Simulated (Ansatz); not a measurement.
# KF (Fm-3m)

All numbers below come from Ansatz, DFT r2SCAN, scalar-relativistic, plane waves, PAW.

Cutoff 500 eV; k points 8×8×8 on the computed 2-atom cell (Γ-centred); Gaussian smearing, width 0.02 eV; no spin polarisation.

The structure is relaxed at this level of theory with its symmetry kept.

```cif
data_structure
_symmetry_space_group_name_H-M 'Fm-3m'
_symmetry_Int_Tables_number 225
_cell_length_a 5.3176
_cell_length_b 5.3176
_cell_length_c 5.3176
_cell_angle_alpha 90.000
_cell_angle_beta 90.000
_cell_angle_gamma 90.000
_cell_volume 150.36
loop_
_atom_site_label
_atom_site_type_symbol
_atom_site_symmetry_multiplicity
_atom_site_Wyckoff_symbol
_atom_site_fract_x
_atom_site_fract_y
_atom_site_fract_z
_atom_site_occupancy
K1 K 4 a 0.00000 0.00000 0.00000 1
F1 F 4 b 0.50000 0.00000 0.00000 1
```

**Question.** Formation energy from the elements' standard states (uncorrected)?

**Answer.** -2.929 eV/atom.

**Question.** Generalised Kohn–Sham band gap?

**Answer.** 6.91 eV, direct at Γ.

**Question.** Löwdin character of the top 1 eV of the valence band?

**Answer.** F 2p 97 %.

**Question.** Löwdin character of the lowest 1 eV of the conduction band?

**Answer.** K 4s 81 %, F 2s 10 %, unprojected 5 %.

**Question.** Electron masses at the edge by Cartesian direction of the standard setting (m_e; degenerate bands sorted by energy; no spin-orbit coupling)?

**Answer.** x: 0.54; y: 0.54; z: 0.54.

**Question.** Hole masses at the edge by Cartesian direction of the standard setting (m_e; degenerate bands sorted by energy; no spin-orbit coupling)?

**Answer.** x: 17, 17, 1.1; y: 17, 17, 1.1; z: 17, 17, 1.1.

**Question.** Bulk modulus?

**Answer.** 35 GPa.

**Question.** Its pressure derivative?

**Answer.** 4.9.

**Question.** Bader charges (e)?

**Answer.** K (1 in the cell) 0.87, F (1 in the cell) -0.87.

Cost: 8 runs of about 0.49 core-minutes in all, on Arm Neoverse V2 (shared hosts).